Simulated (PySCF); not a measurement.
Gas-phase reaction: 6 CH2 + 2 c-Si3H6 → 3 (CH3)2SiH2 + 3 Si

Energies from PySCF, thermal terms from the rigid-rotor harmonic-oscillator model, ideal gas at 1 bar. † marks an energy on the PBE0/def2-TZVP geometry and frequencies; other levels use their own. CCSD(T) freezes the core. 6-31G* has spherical d functions here. Open shells (unrestricted): CH2 (multiplicity 3), Si (multiplicity 3, electronic degeneracy 9); the rest are closed-shell singlets. Spin-orbit splitting is ignored; it lowers the true energy and changes the entropy of Si. c-Si3H6: computed as isolated molecules; such fragments, hydroxides, amides, oligomers or adducts are transient or little studied in the gas. CCSD(T) isn't extrapolated to the basis-set limit; its ΔH°(298 K) is -1738.1 kJ in def2-SVP and -1752.5 kJ in def2-TZVPP. The harmonic model lacks anharmonicity and excited electronic states, which grow with temperature; levels with a mode under 35 cm⁻¹ are left out. Internal rotation in (CH3)2SiH2 is treated as a harmonic vibration of one conformer, which makes the entropy rough.

```csv
level,"ΔE electronic, kJ","ΔH°(298 K), kJ","ΔS°(298 K), J/K","ΔG°(1000 K), kJ"
BLYP/def2-TZVP†,-1882,-1731,-389,-1317
CCSD(T)/def2-SVP†,-1889,-1738,-389,-1324
CCSD(T)/def2-TZVPP†,-1903,-1752,-389,-1339
HF/6-31G*,-1475,-1315,-375,-913
PBE/def2-SVP,-1876,-1730,-393,-1313
LDA/def2-TZVP†,-2081,-1931,-389,-1517
ωB97M-V/def2-TZVP†,-1942,-1792,-389,-1378
```
ΔH° is lowest at LDA/def2-TZVP† and highest at HF/6-31G*. No reference value is set beside these.
